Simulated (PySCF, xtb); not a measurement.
Bonds broken one at a time in the series C F-Cl. All species are isolated molecules in the gas phase. Strings in code marks are SMILES.

Quantity: homolytic bond dissociation enthalpy at 298 K (no spin–orbit term), in eV. Thermal and zero-point terms are GFN2-xTB rigid-rotor harmonic values (xtb).

Level 1: PBE0-D3(BJ)/def2-TZVP (PySCF)
Level 2: M06-2X/6-31G* // PBE0-D3(BJ)/def2-TZVP (PySCF)
Level 3: PBE/6-31G* // PBE0-D3(BJ)/def2-TZVP (PySCF)
Level 4: HF/3-21G // PBE0-D3(BJ)/def2-TZVP (PySCF)

```csv
species,level 1,level 2,level 3,level 4
"F–C bond of `FC(Cl)(Cl)Cl`, giving `Cl[C](Cl)Cl` and `[F]`",4.41,4.69,4.83,2.40
"Cl–C bond of `ClC(Cl)(Cl)Cl`, giving `Cl[C](Cl)Cl` and `[Cl]`",2.87,2.92,2.88,1.25
"C–Cl bond of `FC(F)(F)Cl`, giving `F[C](F)F` and `[Cl]`",3.74,3.80,3.81,1.44
```
